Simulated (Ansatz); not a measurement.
Results of r²SCAN in Ansatz (PAW) for anatase TiO2 (metastable phase).

The input as run:

Ansatz 0.2 input:
```yaml
crystal:
  lattice:
    - [-1.876234769, 1.876234769, 4.7594070713]
    - [1.876234769, -1.876234769, 4.7594070713]
    - [1.876234769, 1.876234769, -4.7594070713]
  atoms:
    - { symbol: Ti, position: [0.75, 0.25, 0.5] }
    - { symbol: Ti, position: [0.0, 0.0, 0.0] }
    - { symbol: O, position: [0.5427210824, 0.0427210824, 0.5] }
    - { symbol: O, position: [0.7927210824, 0.7927210824, 0.0] }
    - { symbol: O, position: [0.2072789176, 0.2072789176, 0.0] }
    - { symbol: O, position: [0.9572789176, 0.4572789176, 0.5] }
basis:
  ecutwfc: 560
  ecutrho_ratio: 4
  xc_grid: 3
kpoints:
  mp_grid: { grid: [12, 12, 12] }
hamiltonian:
  xc: r2scan
  dispersion: none
  pseudopotentials: { kind: paw }
scf:
  occupations: { method: fermi_dirac, width: 0.01 }
output:
  forces: true
  stress: true
  eigenvalues: true
relax:
  f_tol: 0.004
  escape_saddle: false
  max_steps: 80
  cell: { stress_tol: 0.02, fix: [volume] }
```

Output (set-up and result lines):

```
Relaxation: its limit of steps is 80 (relax.max_steps)
Crystal: 6 atoms, lattice volume = 67.017 Å³
Basis set: ecut = 560 eV, 2011 PW (Γ), FFT grids on a1+a3, a2+a3, a3, exchange–correlation on 90×90×135 points (27 copies of the dense FFT grid, shifted against one another)
Bands: 30, of which v1, the nominal top of the filled ones, is band 24 counted from 1 (23 counted from 0)
Symmetry: 16 space group operations
Space group: I41/amd (ITA 141), of the structure as read, at distance tolerance 4.1e-5 Å
k-points: 163 of 1728
Functional: x = r2scan, c = r2scan; τ floored in thin density (d = 2e-4 eV/Å³)
SCF iter   1: F=—  HF=-7292.620543 eV  |F-HF|=—  |Δ(HF+E_count)|=         —  Δρ=2.71e-2  dr2=5.65e-1  dr2_τ=4.09e-1
SCF iter   2: F=—  HF=-7292.799654 eV  |F-HF|=—  |Δ(HF+E_count)|=   1.79e-1  Δρ=3.51e-2  dr2=7.67e-1  dr2_τ=9.48e-2
  ...
SCF 1 converged in 8 iterations: F = -7292.651690 eV  dr2 = 2.24e-9
Crystal: 6 atoms, lattice volume = 67.017 Å³
Basis set: ecut = 560 eV, 2027 PW (Γ), FFT grids on a1+a3, a2+a3, a3, exchange–correlation on 90×90×135 points (27 copies of the dense FFT grid, shifted against one another)
Initial density: handed on by an earlier stage of this run
SCF 2 converged in 5 iterations: F = -7292.654023 eV  dr2 = 2.00e-7
Crystal: 6 atoms, lattice volume = 67.017 Å³
Basis set: ecut = 560 eV, 2043 PW (Γ), FFT grids on a1+a3, a2+a3, a3, exchange–correlation on 90×90×135 points (27 copies of the dense FFT grid, shifted against one another)
SCF 3 converged in 6 iterations: F = -7292.655165 eV  dr2 = 7.97e-9
Crystal: 6 atoms, lattice volume = 67.017 Å³
Basis set: ecut = 560 eV, 2059 PW (Γ), FFT grids on a1+a3, a2+a3, a3, exchange–correlation on 90×90×135 points (27 copies of the dense FFT grid, shifted against one another)
SCF 4 converged in 5 iterations: F = -7292.655199 eV  dr2 = 3.94e-9
Crystal: 6 atoms, lattice volume = 67.017 Å³
SCF iter   4: F=—  HF=-7292.655198 eV  |F-HF|=—  |Δ(HF+E_count)|=   4.93e-9  Δρ=8.14e-7  dr2=1.12e-10  dr2_τ=1.36e-10
SCF iter   5: F=-7292.655198 eV  HF=-7292.655198 eV  |F-HF|=1.18e-11  |Δ(HF+E_count)|=  2.71e-10  Δρ=2.00e-7  dr2=5.29e-12  dr2_τ=5.56e-12
SCF 5 converged in 5 iterations: F = -7292.655198 eV  dr2 = 5.29e-12
SCF converged after 5 iterations
Free energy (F): -7292.655198 eV
Internal energy: -7292.655198 eV  (E = F + TS)
E sigma→0 (E₀):  -7292.655198 eV
Fermi energy:    8.464164 eV
--- Forces (eV/Å), atoms counted from 1 ---
  atom   1  Ti     0.00000000     0.00000000     0.00000000
  atom   2  Ti     0.00000000     0.00000000     0.00000000
  atom   3  O      0.00000000     0.00000000     0.00031855
  atom   4  O      0.00000000     0.00000000     0.00031855
  atom   5  O      0.00000000     0.00000000    -0.00031855
  atom   6  O      0.00000000     0.00000000    -0.00031855
--- Stress (GPa, compression-positive) ---
        3.943155      -0.000000       0.000000
       -0.000000       3.943155       0.000000
        0.000000       0.000000       3.931472
  P = ⅓ Tr σ = 3.9393 GPa (39.393 kbar)
```

The cell is one volume of an energy–volume scan, off the minimum.

The PAW data were made under PBE.

Ansatz is a first-principles code.
